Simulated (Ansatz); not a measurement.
**AlH₃ (triplet): wB97M-V, B2PLYP over a scan of the distance Al1–H2, cc-pVDZ**

Aim: run AlH₃ (triplet) with these functionals over a scan of the distance Al1–H2, and hold them against the top wave-function level at the same points.

The runs use Ansatz 0.2.0, Gaussian basis; cc-pVDZ, all electrons in the functionals, frozen cores in the correlation of double hybrids and RPA.

Plan: wB97M-V, B2PLYP, at 1.243 Å; 1.413 Å; 1.590 Å; 1.766 Å; 1.925 Å; 2.246 Å; 2.572 Å; 2.991 Å; 3.518 Å; 4.194 Å; 5.502 Å.

16 further runs of the same task are left out: 12 that didn't finish, 4 set aside as unsound or not needed.

**1. The geometry**

The geometry derives from a PBE0/def2-TZVP stationary point (not a proven minimum). One bond is set to the value named and the two fragments are kept rigid.

4 atoms, charge 0, spin multiplicity 3.

Atoms are counted from 1 here; the program's logs count them from 0.

Bond lengths: Al1–H2 1.590 Å, Al1–H3 1.843 Å, Al1–H4 1.843 Å, H3–H4 0.841 Å. Angles: H2–Al1–H3 101.8°, H2–Al1–H4 101.8°, H3–Al1–H4 26.4°, Al1–H3–H4 76.8°, Al1–H4–H3 76.8°.

No dispersion term is added; wB97M-V holds VV10 nonlocal correlation.

The geometry shown and the zero of energy belong to the point 1.590 Å. The yardstick, FCI, and other wave-function levels (R restricted, U unrestricted, valence and pair active spaces) come from earlier runs.

**2. wB97M-V, 1.243 Å**

File in.yaml:

```yaml
crystal:
  periodic: [false, false, false]
  atoms:
    - {symbol: Al, position_ang: [0.000000, 0.063816, -0.100455]}
    - {symbol: H, position_ang: [0.000000, -1.067562, -0.615267]}
    - {symbol: H, position_ang: [0.420650, -0.320370, 1.652169]}
    - {symbol: H, position_ang: [-0.420650, -0.320370, 1.652169]}
basis:
  gaussian: {orbitals: cc-pVDZ}
magnetization: {spin_polarized: true, initial_magnetization: 2}
hamiltonian: {xc: {name: wB97M-V}}
output: {forces: true, orbitals: {seedname: orbitals}}
```

The run is started by

```bash
$ ansatz run in.yaml --threads 1 --pin off --events-out ev --progress --plain --max-ram 2393MiB
```

Further steps of the session: wB97M-V, 1.413 Å; wB97M-V, 1.590 Å; wB97M-V, 1.766 Å; wB97M-V, 1.925 Å; wB97M-V, 2.246 Å; wB97M-V, 2.572 Å; wB97M-V, 2.991 Å; wB97M-V, 3.518 Å; wB97M-V, 4.194 Å; wB97M-V, 5.502 Å; B2PLYP, 1.243 Å; B2PLYP, 1.413 Å; B2PLYP, 1.590 Å; B2PLYP, 1.766 Å; B2PLYP, 1.925 Å; B2PLYP, 2.246 Å; B2PLYP, 2.572 Å; B2PLYP, 2.991 Å; B2PLYP, 3.518 Å; B2PLYP, 4.194 Å; B2PLYP, 5.502 Å.

**Question.** What will the summary of the whole plan be? Wanted: span of the FCI curve; largest miss, wB97M-V; largest miss, B2PLYP.

The runs gave:

```
             quantity                  value
span of the FCI curve           171.5 kJ/mol
largest miss, wB97M-V  -3.9 kJ/mol (2.991 Å)
 largest miss, B2PLYP  +3.3 kJ/mol (5.502 Å)
```

**Reading.** Of the functionals, B2PLYP keep the smallest largest miss at the points compared (at most 3.3 kJ/mol) and wB97M-V strays most (3.9 kJ/mol, at 2.991 Å). Functionals and the yardstick converge differently with the basis, so part of each miss in cc-pVDZ is the basis.
